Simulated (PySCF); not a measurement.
# C3H5FS: the cost of one run

Computed with PySCF 2.14.0, with density-fitted response routines of our own, on a single molecule, in the gas phase or a continuum. Atoms are numbered from 0 throughout.

## (1) Starting geometry

10 atoms, charge 0, multiplicity 1; geometry from: GFN2-xTB. The atoms were then displaced at random by about 0.01 Å, so the start is not that level's minimum.

Bonds of the start (Å): F0–C1 1.37, C1–C2 1.51, C2–S3 1.80, S3–C4 1.86, C4–C1 1.53, C1–H5 1.10, C2–H6 1.10, C2–H7 1.11, C4–H8 1.06, C4–H9 1.09.

## (2) Optimising the geometry at PBE0-D3(BJ)/def2-SVP

The job: settings as JSON, then the geometry in Å.

```
{"job": {"xc": "PBE0", "basis": "def2-SVP", "d3": "d3bj", "grid": 1, "shake": 0.01, "kind": "geom"}, "charge": 0, "multiplicity": 1}
F      0.207650     0.894680    -1.606890
C     -0.133710     0.609620    -0.313380
C      1.039380     0.119320     0.501660
S      0.081740    -1.217010     1.239830
C     -0.979460    -0.652030    -0.173460
H     -0.607130     1.510440     0.108460
H      1.478470     0.814080     1.238690
H      1.866750    -0.285720    -0.117410
H     -0.876440    -1.312380    -0.993590
H     -2.026810    -0.501950     0.095040
```

On the command line:

```sh
OMP_NUM_THREADS=1 python probes_run.py task.json out
```

One launch serves the whole session: the jobs run in the order shown.

**Question.** How long does this first job take on 1 thread of AMD EPYC, shared host, and how much memory does it need?

About 50 s, with a peak of 0.42 GiB.
